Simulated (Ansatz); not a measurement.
Two isomers of C3H4F2O: A = `C=C(O)C(F)F`, B = `FC[C@@H]1O[C@H]1F`.

Program: Ansatz. Geometries: PBE0-D4/def2-TZVP. ΔE: electronic, gas phase. CCSD(T)/CBS is the MP2 limit (def2-TZVPP, def2-QZVPP) plus CCSD(T) − MP2 in def2-TZVPP, frozen cores. Functionals use def2-TZVPP. One conformer a species, not always the lowest.

**Question.** Which is lower in electronic energy at CCSD(T)/CBS, and by how much? (Best estimate.)

**Answer.** Ansatz gave: A, by 78.9 kJ/mol.

**Question.** Give E(B) − E(A) in kJ/mol with ωB97M-V, B2PLYP, PBE0-D4, HF/def2-TZVPP, PBE-D4, CCSD(T)/def2-TZVPP, MP2/def2-TZVPP. (Best estimate.)

**Answer.** The calculation gave: ωB97M-V 75.3, B2PLYP 78.6, PBE0-D4 67.8, HF/def2-TZVPP 79.9, PBE-D4 70.6, CCSD(T)/def2-TZVPP 76.6, MP2/def2-TZVPP 72.8. None reverses the order clearly.

Largest T1 diagnostic: 0.012.

In def2-TZVPP, CCSD(T) changes the Hartree–Fock value by −3.3 kJ/mol (the triples alone add +1.6 kJ/mol) and MP2 by −7.1 kJ/mol.
